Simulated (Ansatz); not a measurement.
Saddle point of MgNH₄Cl, closed shell (MgNH₂Cl ([NH2][Mg][Cl]) + H₂ → MgHCl ([MgH][Cl]) + NH₃ (still joined by a long Mg–N bond); bonds formed: Mg1–H5, N2–H4; bonds broken: H4–H5; bonds weakened to dative contacts: Mg1–N2), PBE0-D4/def2-TZVP structure:

Mg1  (-0.802, 0.321, -0.576)
N2  (0.897, -0.461, 0.087)
Cl3  (-2.274, 0.822, -2.117)
H4  (0.064, 0.164, 1.079)
H5  (-0.748, 0.641, 1.335)
H6  (1.054, -1.452, 0.226)
H7  (1.809, -0.035, -0.035)
(Å)

Energies are electronic, without zero-point energy. Barriers and step energies count from the start structure reached by relaxing down the imaginary mode; all methods use the PBE0-D4 structures, on which another method's saddle can fall below an end. Computed with Ansatz 0.2.0 (basis: def2-TZVPP, with def2-QZVPP for the basis limit); correlated methods freeze the cores. The outer core shell of Li, Na, Mg and K is correlated. The def2 sets are not built for correlating such inner shells, so the correlated values are less sure here. B3LYP uses VWN-RPA correlation. Extrapolation: Hartree–Fock as exp(−7.88 √X), correlation as X^−2.97.

| method | barrier (kJ/mol) | step energy (kJ/mol) |
| --- | --- | --- |
| SPW92 | 16.2 | -68.4 |
| PBE-D4 | 37.5 | -58.8 |
| BLYP-D4 | 48.9 | -53.0 |
| r2SCAN-D4 | 43.7 | -57.9 |
| B97M-V | 41.0 | -85.5 |
| PBE0-D4 | 45.3 | -66.0 |
| B3LYP-D4 | 53.8 | -59.6 |
| r2SCAN0-D4 | ? | -63.7 |
| BHLYP-D4 | 63.3 | -68.3 |
| CAM-B3LYP-D4 | 55.9 | -63.6 |
| wB97X-V | 59.5 | -64.2 |
| wB97M-V | 60.3 | -62.6 |
| B2PLYP | ? | -56.2 |
| PBE-QIDH | 55.3 | -63.4 |
| RPA on PBE | ? | -60.3 |
| HF | 88.0 | -78.6 |
| MP2 | 63.8 | -50.1 |
| CCSD | 67.0 | -62.3 |
| CCSD(T) | 62.8 | -59.5 |

(1) Fill in the withheld barriers. (Judge from chemistry; the value comes from the calculation.)

T1 diagnostic: at most 0.010. The end structure is not quite a true minimum (one mode of 48i cm⁻¹).

Answers

(1) By the calculation: r2SCAN0-D4 50.1; RPA on PBE 61.0; B2PLYP 58.9 kJ/mol. Each is the energy of the saddle less that of the start structure, by the same method.

For comparison, the barrier by CCSD(T) at an estimated basis limit (MP2 extrapolated from triple and quadruple zeta, plus CCSD(T) − MP2 in triple zeta) is 64.4 kJ/mol.

Labels in which every atom is bracketed show which atoms are joined, not bond orders.

For scale, one of the runs: CCSD(T)/def2-TZVPP, 161 basis functions, launched by `ansatz run in.yaml --threads 2 --pin off --events-out ev --progress --plain --max-ram 4352MiB`. Time: 27 s of wall clock on 2 CPU threads of an Intel Xeon; the host was shared. Peak host memory: 1.4 GiB.
